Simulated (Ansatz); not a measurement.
**C2H5Li (SMILES [Li][CH2]C): one structure at several levels**

The task here is to estimate one member of a computed series from the others.

Method: single points in def2-TZVPP; program: Ansatz 0.2.0, Gaussian basis.

Correlated methods freeze the cores. The outer core shell of Li, Na, Mg and K is correlated.

### Starting geometry

SMILES `[Li][CH2]C`, 8 atoms, charge 0, spin multiplicity 1.

Atoms are counted from 1 here; the program's logs count them from 0.

Bond lengths: Li1–C2 1.860 Å, C2–C3 1.573 Å, C2–H4 1.156 Å, C2–H5 1.012 Å, C3–H6 1.141 Å, C3–H7 1.091 Å, C3–H8 1.046 Å. Angles: Li1–C2–C3 106.6°, Li1–C2–H4 118.6°, Li1–C2–H5 117.0°, C3–C2–H4 102.0°, C3–C2–H5 106.0°, H4–C2–H5 105.1°, C2–C3–H6 112.0°, C2–C3–H7 115.7°, C2–C3–H8 113.9°, H6–C3–H7 102.6°, H6–C3–H8 109.3°, H7–C3–H8 102.4°.

As a file:

```
Li   -1.49430    1.52310   -0.27680
C    -0.17610    0.29030   -0.72520
C     0.24380   -0.42320    0.61190
H    -0.46240   -0.60610   -1.39600
H     0.67840    0.65610   -1.12580
H     0.66900    0.31310    1.37340
H     1.04160   -1.16240    0.52380
H    -0.52480   -0.97520    1.05750
```

Set-up of the first run:

File run/in.yaml:

```yaml
crystal:
  periodic: [false, false, false]
  atoms:
    - {symbol: Li, position_ang: [-1.494300, 1.523100, -0.276800]}
    - {symbol: C, position_ang: [-0.176100, 0.290300, -0.725200]}
    - {symbol: C, position_ang: [0.243800, -0.423200, 0.611900]}
    - {symbol: H, position_ang: [-0.462400, -0.606100, -1.396000]}
    - {symbol: H, position_ang: [0.678400, 0.656100, -1.125800]}
    - {symbol: H, position_ang: [0.669000, 0.313100, 1.373400]}
    - {symbol: H, position_ang: [1.041600, -1.162400, 0.523800]}
    - {symbol: H, position_ang: [-0.524800, -0.975200, 1.057500]}
basis:
  gaussian: {orbitals: def2-TZVPP}
correlation: {method: ccsd_t}
output: {forces: true}
```

No record of the launch command was kept for these runs.

Among the steps run: CCSD(T)/def2-TZVPP; PBE0-D4/def2-TZVPP; wB97M-V/def2-TZVPP; r2SCAN-D4/def2-TZVPP; PBE-D4/def2-TZVPP; CAM-B3LYP-D4/def2-TZVPP; r2SCAN0-D4/def2-TZVPP.

One table of the session follows, with a row left open; its other results are not shown here.

| method | RMS force component (eV/Å) | angle to CCSD(T) forces (°) | dipole (D) |
| --- | --- | --- | --- |
| CCSD(T) | 1.389 | reference | 5.51 |
| PBE0-D4 | 1.409 | 3.6 | 5.40 |
| wB97M-V | 1.380 | 2.3 | 5.36 |
| r2SCAN-D4 | 1.383 | 2.3 | 5.45 |
| PBE-D4 | ? | ? | ? |
| CAM-B3LYP-D4 | 1.380 | 3.2 | 5.39 |
| r2SCAN0-D4 | 1.389 | 4.0 | 5.53 |

**Question.** Estimate the row for PBE-D4.

**Answer.** RMS force component (eV/Å): 1.413; angle to CCSD(T) forces (°): 5.5; dipole (D): 5.19. In the column «RMS force component (eV/Å)» it is the highest.
